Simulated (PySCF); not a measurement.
The first ionisation energy along the second row

Calculated with PySCF 2.14 from differences of total energies of unrestricted determinants, without spin-orbit coupling. Values in eV. The last column holds reference values (NIST; (s) semi-empirical, (t) theoretical, else measured). Unmarked ones compare directly (S terms, centres of terms, or small fine structure); those marked * lie between the lowest fine-structure levels and include a spin-orbit shift.

```
                          element               configurations     LDA     PBE    PBE0  r2SCAN  MP2 (valence)  SCS-MP2 (valence)  reference
Li (dyall-av2z, non-relativistic)               [He] 2s1 → 1s2   5.472   5.587   5.570   5.388            n/a                n/a      5.392
Be (dyall-av2z, non-relativistic)          [He] 2s2 → [He] 2s1   9.027   9.002   8.975   8.791          8.796              8.947      9.323
 B (dyall-av2z, non-relativistic)      [He] 2s2 2p1 → [He] 2s2   8.655   8.677   8.651   8.767          8.191              8.150      8.297
 C (dyall-av2z, non-relativistic)  [He] 2s2 2p2 → [He] 2s2 2p1  11.695  11.547  11.520  11.675         11.160             11.038     11.262
 N (dyall-av2z, non-relativistic)  [He] 2s2 2p3 → [He] 2s2 2p2  15.013  14.740  14.711  14.822         14.481             14.244     14.545
 O (dyall-av2z, non-relativistic)  [He] 2s2 2p4 → [He] 2s2 2p3  13.981  14.030  13.815  13.673         13.091             13.148     13.608
 F (dyall-av2z, non-relativistic)  [He] 2s2 2p5 → [He] 2s2 2p4  17.966  17.665  17.454  17.549         17.121             17.088     17.427
Ne (dyall-av2z, non-relativistic)          [Ne] → [He] 2s2 2p5  22.225  21.704  21.495  21.538         21.525             21.379     21.597
```

Question: Which of these methods has the smallest mean absolute error against the measured values here?

Answer: PBE0, with 0.205 eV.

```json
{"method": "LDA", "elements": "8", "mean error (eV)": "0.323", "mean absolute error (eV)": "0.397", "largest error (eV)": "0.628"}
{"method": "PBE", "elements": "8", "mean error (eV)": "0.188", "mean absolute error (eV)": "0.268", "largest error (eV)": "0.422"}
{"method": "PBE0", "elements": "8", "mean error (eV)": "0.092", "mean absolute error (eV)": "0.205", "largest error (eV)": "0.354"}
{"method": "r2SCAN", "elements": "8", "mean error (eV)": "0.094", "mean absolute error (eV)": "0.243", "largest error (eV)": "-0.532"}
{"method": "MP2 (valence)", "elements": "7", "mean error (eV)": "-0.242", "mean absolute error (eV)": "0.242", "largest error (eV)": "-0.526"}
{"method": "SCS-MP2 (valence)", "elements": "7", "mean error (eV)": "-0.295", "mean absolute error (eV)": "0.295", "largest error (eV)": "-0.460"}
```

Errors include the incompleteness of the basis and the frozen core.

"Valence" correlates the outer s and p shells and, in groups 3 to 12 and the f block, the outer d or f shell, open or full, or the next shell where the ion has no valence electron left; the wider scheme adds the next inner shell.
